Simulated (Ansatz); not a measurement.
**Structure optimisation: cobalt, hcp**

All numbers below come from DFT, revPBE, plane waves (420 eV) with PAW, scalar-relativistic in Ansatz. (PAW data from PBE, frozen cores regenerated.)

k-point mesh 14×14×8, Fermi-Dirac smearing 0.05 eV, starting moments 1.70, -1.70 μB. Cell and atoms relax.

Starting structure:

```
Co
1.0
     2.50710    0.00000    0.00000
    -1.25355    2.17121    0.00000
     0.00000    0.00000    4.06860
Co
2
Cartesian
  0.0000 1.4475 1.0171
  1.2535 0.7237 3.0514
```

Problem. The pressure at the start is 0.2 GPa. By how much does the volume change?

Solution. From 11.07 to 11.09 Å³ per atom, 0.1 %. The final cell has a = 2.512 Å, c = 4.056 Å (c/a = 1.615).

Problem. How much energy does the relaxation gain?

Solution. 0.2 meV per atom.

Path of the relaxation (the plane waves are chosen anew near the end, which can shift the energy a little):

| step | E − E(final) (meV/atom) | V (Å³/atom) | P (GPa) | max force (eV/Å) |
| --- | --- | --- | --- | --- |
| 0 | 0.17 | 11.074 | 0.23 | 0.000 |
| 1 | 0.06 | 11.081 | 0.10 | 0.000 |
| 2 | 0.01 | 11.085 | 0.02 | 0.000 |
| 3 | 0.00 | 11.085 | 0.02 | 0.000 |

Problem. Which magnetic state does it end in?

Solution. ferromagnetic, net 1.64 μB per atom; moments 1.72 ×2 μB.
